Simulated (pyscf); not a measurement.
Structures and frequencies: ωB97X-D3(BJ)/def2-SVP in PySCF.

Task: `[OH][SiH2][O][SiH3]` + `[H]` [doublet] -> `[SiH2][O][SiH3]` [doublet] + `[OH2]`
Surface: doublet. Broken: O–Si. Formed: H–O. Give ΔE‡ and ΔE from ωB97M-D3(BJ)/def2-TZVP, relative to the separated reactants.

Result: ΔE‡ = 32.4 kcal/mol, ΔE = +12.6 kcal/mol. Zero-point energy shifts the barrier by +2.2 kcal/mol. It is a substitution at O, with an imaginary mode of 1002i cm⁻¹. On the product side the descent ends in a complex (not fully relaxed), 4.9 kcal/mol under the separated species and 23.6 kcal/mol under the saddle at ωB97X-D3(BJ)/def2-TZVP. At the saddle there is also a short H–Si contact that neither side keeps. One saddle was located; it need not be the lowest between these sides. The angle at the attacked O is 48° (front-side attack).
